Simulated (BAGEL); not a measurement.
# P4 (PPPP tetrahedron): HF/STO-3G (density fitting with qzvpp-jkfit)

Aim: the vertical singlet–triplet gap of P4 (PPPP tetrahedron) at HF/STO-3G (density fitting with qzvpp-jkfit), from 2 runs. 

Program for the calculation: BAGEL 1.2.2.

9 further runs of the same task are left out: 4 that didn't finish, 5 set aside as unsound or not needed.

### 1 The molecule

P4 has 4 atoms, charge 0, and is taken as a singlet. The coordinates come from a GFN2-xTB relaxation.

Bond lengths: P1–P2 2.185 Å, P1–P3 2.185 Å, P2–P3 2.185 Å, P1–P4 2.185 Å, P2–P4 2.185 Å, P3–P4 2.185 Å. Some angles: P1–P2–P3 60.0°, P1–P2–P4 60.0°, P3–P2–P4 60.0°, P2–P1–P3 60.0°, P2–P1–P4 60.0°, P3–P1–P4 60.0°, P1–P3–P2 60.0°, P1–P3–P4 60.0°, P2–P3–P4 60.0°, P1–P4–P2 60.0°.

### 2 A single-point energy at HF/STO-3G (density fitting with qzvpp-jkfit)

Contents of job.json:

```json
{ "bagel": [

{
  "title": "molecule",
  "basis": "sto-3g",
  "df_basis": "qzvpp-jkfit",
  "angstrom": "true",
  "geometry": [
    { "atom": "P", "xyz": [       1.237350,       0.508660,       0.014870 ] },
    { "atom": "P", "xyz": [      -0.533910,       0.090090,       1.223310 ] },
    { "atom": "P", "xyz": [       0.050100,      -1.284450,      -0.371180 ] },
    { "atom": "P", "xyz": [      -0.753550,       0.685700,      -0.867000 ] }
  ]
},

{
  "title": "hf"
},

{
  "title": "print",
  "file": "orbitals.molden",
  "orbitals": "true"
}

]}
```

Command:

```bash
$ BAGEL_NUM_THREADS=1 BAGEL job.json > job.out
```

Standard output:

```text
* using 1 threads per process

  ===============================================================
  ===============================================================

  *** Geometry ***

  { "atom" : "P", "xyz" : [      2.338253,      0.961228,      0.028100 ] },
  { "atom" : "P", "xyz" : [     -1.008944,      0.170245,      2.311721 ] },
  { "atom" : "P", "xyz" : [      0.094675,     -2.427259,     -0.701429 ] },
  { "atom" : "P", "xyz" : [     -1.424003,      1.295785,     -1.638393 ] },

  Number of auxiliary basis functions:      512

  Since a DF basis is specified, we compute 2- and 3-index integrals:
    o Being stored without compression. Storage requirement is 0.005 GB

  Number of basis functions:       36
  Number of electrons      :       60

    * METHOD: MOLECULE                             0.19

  *** RHF ***

  === Nuclear Repulsion ===
   326.9944153456

      * DIIS with orbital gradients will be used.

  === RHF iteration (sto-3g) ===
      0      -1347.64295830          0.00350808           0.04
      1      -1347.64976483          0.00058416           0.04
      2      -1347.65012004          0.00014597           0.04
      3      -1347.65015768          0.00002041           0.04
      4      -1347.65015849          0.00000101           0.04
      5      -1347.65015849          0.00000041           0.04
      6      -1347.65015849          0.00000001           0.04
    * SCF iteration converged.

    * Permanent dipole moment:
           (    0.000004,    -0.000003,    -0.000002) a.u.

    * METHOD: HF                                   0.35

    * METHOD: PRINT                                0.00

  ===============================================================
```

Run time: 0.68 s. Hardware: 1 thread of Arm Neoverse V1, shared host.

### 3 The triplet

Changes to job.json since step 2:

```diff
@@ -15,11 +15,5 @@
 
-{
-  "title": "hf"
-},
+{ "title": "uhf", "nopen": 2 },
 
-{
-  "title": "print",
-  "file": "orbitals.molden",
-  "orbitals": "true"
-}
+{ "title": "print", "file": "orbitals.molden", "orbitals": "true" }
```

Command:

```bash
$ BAGEL_NUM_THREADS=1 BAGEL job.json > job.out
```

Standard output:

```text
* using 1 threads per process

  ===============================================================
  ===============================================================

  *** Geometry ***

  { "atom" : "P", "xyz" : [      2.338253,      0.961228,      0.028100 ] },
  { "atom" : "P", "xyz" : [     -1.008944,      0.170245,      2.311721 ] },
  { "atom" : "P", "xyz" : [      0.094675,     -2.427259,     -0.701429 ] },
  { "atom" : "P", "xyz" : [     -1.424003,      1.295785,     -1.638393 ] },

  Number of auxiliary basis functions:      512

  Since a DF basis is specified, we compute 2- and 3-index integrals:
    o Being stored without compression. Storage requirement is 0.005 GB

  Number of basis functions:       36
  Number of electrons      :       60

    * METHOD: MOLECULE                             0.18

  *** Open-shell HF ***

  === Nuclear Repulsion ===
   326.9944153456

      * DIIS with orbital gradients will be used.

  === UHF iteration (sto-3g) ===
      0      -1347.42101786          0.01121560           0.07
      1      -1347.44540155          0.00582404           0.07
      2      -1347.45213992          0.00424151           0.07
      3      -1347.45583952          0.00126172           0.07
      4      -1347.45872053          0.00100964           0.07
      5      -1347.46154564          0.00075342           0.07
      6      -1347.46334818          0.00054401           0.07
      7      -1347.46399675          0.00044601           0.07
      8      -1347.46485999          0.00043203           0.07
      9      -1347.46511969          0.00037260           0.07
     10      -1347.46605162          0.00029768           0.07
     11      -1347.46700265          0.00021491           0.07
     12      -1347.46736340          0.00016621           0.07
     13      -1347.46759827          0.00011753           0.07
     14      -1347.46766270          0.00009157           0.07
     15      -1347.46771786          0.00007289           0.07
     16      -1347.46771737          0.00005289           0.07
     17      -1347.46773047          0.00003861           0.07
     18      -1347.46774264          0.00003273           0.07
     19      -1347.46775319          0.00003035           0.07
     20      -1347.46776156          0.00002612           0.07
     21      -1347.46777496          0.00002211           0.07
     22      -1347.46778600          0.00001552           0.07
     23      -1347.46778876          0.00001371           0.07
     24      -1347.46779060          0.00001188           0.07
     25      -1347.46779211          0.00001002           0.07
     26      -1347.46779386          0.00000780           0.07
     27      -1347.46779464          0.00000555           0.07
     28      -1347.46779494          0.00000490           0.07
     29      -1347.46779520          0.00000389           0.08
     30      -1347.46779529          0.00000357           0.08
     31      -1347.46779535          0.00000324           0.08
     32      -1347.46779543          0.00000263           0.08
     33      -1347.46779547          0.00000250           0.08
     34      -1347.46779548          0.00000226           0.07
     35      -1347.46779550          0.00000220           0.07
     36      -1347.46779552          0.00000212           0.07
     37      -1347.46779555          0.00000204           0.07
     38      -1347.46779558          0.00000195           0.07
     39      -1347.46779561          0.00000175           0.07
     40      -1347.46779565          0.00000163           0.07
     41      -1347.46779571          0.00000125           0.07
     42      -1347.46779573          0.00000101           0.07
     43      -1347.46779574          0.00000085           0.07
     44      -1347.46779575          0.00000067           0.07
     45      -1347.46779575          0.00000060           0.07
     46      -1347.46779575          0.00000055           0.07
     47      -1347.46779575          0.00000053           0.07
     48      -1347.46779575          0.00000045           0.07
     49      -1347.46779575          0.00000043           0.07
     50      -1347.46779576          0.00000041           0.07
     51      -1347.46779576          0.00000035           0.07
     52      -1347.46779576          0.00000034           0.07
     53      -1347.46779576          0.00000028           0.07
     54      -1347.46779576          0.00000023           0.07
     55      -1347.46779576          0.00000020           0.07
     56      -1347.46779576          0.00000017           0.07
     57      -1347.46779576          0.00000014           0.07
     58      -1347.46779576          0.00000008           0.07
     59      -1347.46779576          0.00000007           0.07
     60      -1347.46779576          0.00000004           0.07
     61      -1347.46779576          0.00000002           0.07
     62      -1347.46779576          0.00000001           0.07
     63      -1347.46779576          0.00000001           0.07
    * SCF iteration converged.

    * S^2 (UHF) is 2.0255

    * Permanent dipole moment:
           (    0.070689,    -0.042602,    -0.019575) a.u.

    * METHOD: UHF                                  4.56

    * METHOD: PRINT                                0.00

  ===============================================================
```

Wall time 5.1 s (1 thread of Arm Neoverse V1, shared host).

### 4 Results

At HF/STO-3G (density fitting with qzvpp-jkfit):

```
                                        quantity           value
                           singlet: total energy  -1347.65016 Eh
                          singlet: dipole moment          0.00 D
                            singlet: HOMO energy        -6.12 eV
                            singlet: LUMO energy         7.96 eV
                          singlet: HOMO–LUMO gap        14.08 eV
                           triplet: total energy  -1347.46780 Eh
                          triplet: dipole moment          0.22 D
                                   triplet: ⟨S²⟩           2.026
vertical energy of the triplet above the singlet        4.962 eV
```

What this shows: At this shape the triplet lies 4.96 eV (114 kcal/mol) above the singlet. In a minimal basis such a difference can be off by several eV, whatever the method.
